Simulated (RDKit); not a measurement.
Input for RDKit: UFF on CH4 (SMILES C).

```python
from rdkit import Chem
from rdkit.Chem import AllChem, rdDetermineBonds

blocks = [
'''5

C     0.00000000    0.00000000    0.00000000
H     0.00000000    1.08744517    0.00000000
H    -0.51262657   -0.36248173    0.88789526
H    -0.51262657   -0.36248173   -0.88789526
H     1.02525314   -0.36248173    0.00000000
''',
]
mol = None
for b in blocks:
    f = Chem.MolFromXYZBlock(b)
    rdDetermineBonds.DetermineBonds(f, charge=0)
    mol = f if mol is None else Chem.CombineMols(mol, f)
Chem.SanitizeMol(mol)
print(Chem.MolToSmiles(Chem.RemoveHs(mol)))
ff = AllChem.UFFGetMoleculeForceField(mol, vdwThresh=100.0, ignoreInterfragInteractions=False)
e = ff.CalcEnergy()
print(f'UFF energy {e:.6f} kcal/mol')
```

It printed:

```
C
UFF energy 0.638367 kcal/mol
```

The run finished.

Cost: around 0.03 core-seconds (rough).
